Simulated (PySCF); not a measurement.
# Where the electron goes

Compound: 1,3,4-thiadiazole, C₂H₂N₂S.
SMILES with atom numbers: `[cH:1]1[n:2][n:3][cH:4][s:5]1` (hydrogens: H6 on C1; H7 on C4)

Geometry (GFN2-xTB, Å), atoms numbered from 1 in this order:
```
atom  x, y, z in Å
C1     1.166    0.127    0.012
N2     0.725   -0.908    0.624
N3    -0.596   -0.956    0.697
C4    -1.176    0.042    0.141
S5    -0.081    1.195   -0.561
H6     2.205    0.334   -0.144
H7    -2.238    0.171    0.103
```

Theory: TDDFT PBE0/def2-SVPD, vertical, gas phase, core orbitals frozen in the response in PySCF.

Frontier orbitals with the atoms that hold most of them (Löwdin shares over 4%, at most four atoms; ? is withheld):

```
orbital  ε (eV)                           atoms
 HOMO-3   -9.24   N2 30%, N3 30%, S5 26%, C1 4%
 HOMO-2   -8.93   S5 56%, N2 13%, N3 12%, C4 9%
 HOMO-1   -8.60                               ?
   HOMO   -7.72    N3 38%, N2 38%, C4 8%, C1 8%
   LUMO       ?                               ?
 LUMO+1   -0.28          S5 67%, C1 10%, C4 10%
 LUMO+2    0.33  N2 26%, N3 26%, C4 15%, C1 15%
```

**Question.** Give the leading atoms of the LUMO.

**Answer.** S5 (bonded to 2 C) 26%; C1 (bonded to N, S and H) 22%; C4 (bonded to N, S and H) 22%; N2 (bonded to C and N) 12%. By element: carbon 43%, sulfur 26%, nitrogen 12% or more.

**Question.** Which atoms hold the HOMO-1, and with what shares?

**Answer.** C1 (bonded to N, S and H) 26%; C4 (bonded to N, S and H) 26%; N3 (bonded to C and N) 20%; N2 (bonded to C and N) 20%. By element: carbon 51%, nitrogen 41%.

**Question.** What is the LUMO energy, and the HOMO–LUMO gap?

**Answer.** ε(LUMO) = -1.40 eV; the gap is 6.32 eV (0.2322 hartree).

**Question.** How does S1 compare with the orbital gap of 6.32 eV?

**Answer.** S1 is at 4.62 eV (f = 0.0000), 1.70 eV below the gap, made of HOMO→LUMO (100%). Without the coupling terms of the response equations the lowest excitation would equal the gap.

**Question.** One configuration dominates each of S1, S5, S7 and S8. Which, and how do the shares of the two leading atoms of either orbital change from the occupied to the empty one?

**Answer.** 
- S1 (4.62 eV, f 0.0000), HOMO→LUMO (100%): N3 38% → at most 13%, N2 38% → 12%, S5 at most 8% → 26%, C1 8% → 22%
- S5 (6.41 eV, f 0.066), HOMO-1→LUMO (95%): C1 26% → 22%, C4 26% → 22%, S5 at most 9% → 26%
- S7 (6.85 eV, f 0.0001), HOMO-1→LUMO+1 (96%): C1 26% → 10%, C4 26% → 10%, S5 at most 9% → 67%
- S8 (6.90 eV, f 0.0000), HOMO-2→LUMO+1 (97%): S5 56% → 67%, N2 13% → at most 4%, C1 at most 10% → 10%
